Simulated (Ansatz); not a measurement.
Stepwise reaction of `B[SiH2]B` with water, as a gas-phase model of exchange steps in deposition or etching. ΔE in kJ/mol; ΔG adds harmonic PBE0-D4 terms to CCSD(T)/CBS, at 1 bar.

Program: Ansatz. Geometries: PBE0-D4/def2-TZVP. ΔE: electronic, gas phase. CCSD(T)/CBS is the MP2 limit (def2-TZVPP, def2-QZVPP) plus CCSD(T) − MP2 in def2-TZVPP, frozen cores. This one scheme is used for every species. Functionals use def2-TZVPP. B3LYP here is the variant with VWN-RPA as its local correlation; programs differ in this. One conformer a species, not always the lowest.

| step | reaction | PBE-D4 | B3LYP-D4 | ωB97M-V | CCSD(T)/CBS | ΔG(600 K) |
| --- | --- | --- | --- | --- | --- | --- |
| 1 | `B[SiH2]B` + H₂O → `B[SiH2]O` + BH₃ | -65.3 | -90.2 | -93.1 | -86.4 | -86.2 |

Problem. Give the row of step 2, `B[SiH2]O` + H₂O → `O[SiH2]O` + BH₃. (Estimate.)

Solution. Computed: 
```json
{"step": "2", "reaction": "`B[SiH2]O` + H₂O → `O[SiH2]O` + BH₃", "PBE-D4": "-114.2", "B3LYP-D4": "-134.7", "ωB97M-V": "-138.5", "CCSD(T)/CBS": "-133.5", "ΔG(600 K)": "-120.7"}
```

Problem. By hand: ΔE of the 2 steps together at CCSD(T)/CBS.

Solution. (-86.4) + (-133.5) = -219.9 kJ/mol, or -110.0 kJ/mol a step.

In ΔE each step is lower than the one before. All are downhill at CCSD(T)/CBS. ΔG lies between -120.7 and -86.2 kJ/mol a step. PBE-D4 differs from CCSD(T)/CBS by 19.3 to 21.1 kJ/mol a step. Isolated molecules leave out the surface, adducts and barriers. Largest T1 diagnostic: 0.015.
